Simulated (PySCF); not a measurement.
All values below come from r2SCAN-D4/def2-TZVP run with PySCF. All species are isolated molecules in the gas phase. 

Reference species (SMILES): `[SiH3]C` (neutral, multiplicity 1).

The dipole moment comes out as 0.86 D.

Changed species: `[SiH3]Cl` (X = chloro, parent; the reference has X = methyl, parent).

Problem. Predict the effect on the dipole moment.

Solution. the dipole moment rises by 0.36 D, to 1.22 D.
